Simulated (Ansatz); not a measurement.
**Lattice constant a of fcc Pd: levels of theory against measurement**

Reference value: 3.876 Å (measured, static lattice: zero-point anharmonic expansion removed; as tabulated in Mejia-Rodriguez and Trickey (2018), arXiv:1807.09216).

Problem. Which of these levels comes closest to the reference?
A. LDA (Ansatz, a program for electronic structure)
B. PBE-D4 (Ansatz)
C. r²SCAN-D4 (Ansatz)
D. PBE (Ansatz)

Solution. C, r²SCAN-D4 (Ansatz)

| level (code) | value (Å) | error (%) |
|---|---|---|
| LDA (Ansatz) | 3.840 | -0.93 |
| PBE (Ansatz) | 3.943 | +1.73 |
| PBE-D4 (Ansatz) | 3.907 | +0.80 |
| r²SCAN-D4 (Ansatz) | 3.897 | +0.54 |

Of the ranked levels r²SCAN-D4 (+0.54 %) comes nearest. Among them PBE (+1.73 %) misses by most. Every ranked level misses the reference by more than 0.3 %.

The crystal itself was run without spin with LDA, PBE, PBE-D4, r²SCAN-D4; a magnetic state was not tried in these runs. Cutoffs differ between the levels. Ansatz's density-functional and Hartree–Fock values are scalar-relativistic unless marked +SOC, with PAW data made under PBE.

Differences are worked out from the printed values.
